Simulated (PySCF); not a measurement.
C₂H₃N, SMILES CC#N. Atoms are numbered in the order given.

```xyz
6

C      0.0000     0.0000    -1.1786
C      0.0000     0.0000     0.2831
N      0.0000     0.0000     1.4313
H     -0.8885     0.5130    -1.5487
H      0.8885     0.5130    -1.5487
H      0.0000    -1.0259    -1.5487
```

Geometry optimised at ωB97X-D3(BJ)/def2-TZVP.

Computed with PySCF with B3LYP/pcJ-1.

Isotropic couplings with Fermi-contact, spin-dipole and both spin-orbit terms, one fixed conformer, no vibrational averaging. Isotopes: 13C, 14N, 1H.

Computed spin–spin coupling constants:
| pair | bonds apart | J (Hz) |
|---|---|---|
| C1–C2 | 1 | 66.4 |
| C1–H4 | 1 | 141.7 |
| C1–H5 | 1 | 141.7 |
| C1–H6 | 1 | 141.7 |
| C2–N3 | 1 | 14.6 |
| C1–N3 | 2 | -2.3 |
| C2–H4 | 2 | -9.7 |
| C2–H5 | 2 | -9.7 |
| C2–H6 | 2 | -9.7 |
| H4–H5 | 2 | -17.1 |
| H4–H6 | 2 | -17.1 |
| H5–H6 | 2 | -17.1 |
| N3–H4 | 3 | 1.1 |
| N3–H5 | 3 | 1.1 |
| N3–H6 | 3 | 1.1 |
